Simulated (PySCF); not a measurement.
# Shieldings and the share of exact exchange

Molecule: SMILES C=C(F)C(=O)O, C3H3FO2.

Atom-mapped SMILES (the numbers label the heavy atoms): `[CH2:1]=[C:2]([F:3])[C:4](=[O:5])[OH:6]`. Each H is labelled by its parent atom. Ha(C1) is cis to F3; Hb(C1) is trans to F3.

GIAO shieldings (ppm, equivalent atoms averaged) in PySCF 2.14 on the PBE0-D3(BJ)/def2-SVP geometry, basis pcSseg-2, gas phase, non-relativistic:

```tsv
functional	exact exchange (%)	σ(C2)	σ(F3)	σ(O6)
BLYP	0	8.4	265.0	121.6
BP86	0	13.7	264.6	123.9
PBE	0	13.6	262.5	123.5
B3LYP	20	12.4	286.6	132.9
PBE0	25	18.4	289.1	137.2
mPW1PW91	25	17.6	289.8	136.8
HF	100	31.5	350.7	171.5
```

Question: Fit each shielding as a line in the percentage of exact exchange.

Answer: σ(C2) = 11.7 + 0.20 x (rms 2.2 ppm); σ(F3) = 265.9 + 0.86 x (rms 2.3 ppm); σ(O6) = 123.6 + 0.49 x (rms 1.1 ppm). The functionals also differ in their semilocal parts, which the line can't hold; Hartree–Fock has no correlation at all.

Question: What does the line predict for BHandHLYP (50 %), and what does the run give?

Answer: σ(C2): 21.7 predicted, 18.9 computed; σ(F3): 308.9 predicted, 314.4 computed; σ(O6): 148.1 predicted, 148.5 computed ppm.
